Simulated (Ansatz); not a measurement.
Mulliken charges of AlH3S2 (`[SH][AlH][SH]`) from r2SCAN/def2-TZVPP in Ansatz (PBE0-D4/def2-TZVP geometry).

```csv
atom,x (Å),y (Å),z (Å),charge (e)
S1,-1.484,-1.271,-0.806,-0.274
Al2,0.034,0.106,-0.070,0.468
S3,1.098,-0.512,1.727,-0.274
H4,-1.795,-0.465,-1.836,0.114
H5,0.343,1.471,-0.795,-0.146
H6,1.846,0.606,1.734,0.114
```

Problem. By hand: the dipole of these point charges (1 e Å = 4.8032 D).

Solution. Σ q r = (0.077, 0.339, -0.181) e Å, of length 0.392 e Å = 1.88 D.

Problem. How does the dipole of the full density compare? (Estimate.)

Solution. Ansatz gave: (0.070, 0.310, -0.165) e Å, 1.72 D; the point charges give 1.09 times that, at 0° from its direction.

Point charges leave out the atoms' own dipoles, such as those of lone pairs, and Mulliken's split depends on the basis, so the close match here is no proof of good charges.
